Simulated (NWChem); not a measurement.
Species: AlF$_{3}$; SMILES [F][Al]([F])[F]

Results from NWChem. Pople sets run with spherical d functions. The geometry was optimised at PBE-D3(BJ)/def2-SVP. Level PBE/6-31G*: energy and gradient; each run changes one setting, and changes count from the defaults (medium grid, exact Coulomb integrals, symmetry on).

### Question
Which setting moves the energy most, and by about how much (defaults; Becke weights; Coulomb fitting, Weigend set; tight SCF thresholds and tolerances)?

### Answer
Coulomb fitting, Weigend set, by about 100 μHa.
```json
[
 {"setting": "defaults", "size of the energy change (μHa)": "< 10", "largest change of a gradient component (μHa/bohr)": "< 30"},
 {"setting": "tight SCF thresholds and tolerances", "size of the energy change (μHa)": "< 10", "largest change of a gradient component (μHa/bohr)": "< 30"},
 {"setting": "Becke weights", "size of the energy change (μHa)": "< 10", "largest change of a gradient component (μHa/bohr)": "100"},
 {"setting": "Coulomb fitting, Weigend set", "size of the energy change (μHa)": "100", "largest change of a gradient component (μHa/bohr)": "< 30"}
]
```
